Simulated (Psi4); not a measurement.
Psi4 input (wB97X-D/6-311+G**):

```
memory 1500 MB

molecule {
1 2
F    -0.00000000   -0.00000000   -0.10164744
H     0.00000000    0.00000000    0.91482694
symmetry c1
no_reorient
no_com
}

set {
  basis 6-311+G**
  reference uks
  scf_type pk
  dft_radial_points 99
  dft_spherical_points 590
  e_convergence 1e-8
  d_convergence 1e-7
  maxiter 150
}

e = energy('wb97x-d')
print_out(f'\nFINAL {e:.10f} DIPOLE {variable("CURRENT DIPOLE")[0]:.6f} {variable("CURRENT DIPOLE")[1]:.6f} {variable("CURRENT DIPOLE")[2]:.6f}\n')
```

Q: Predict the final energy.

A: -99.86197 Eh.
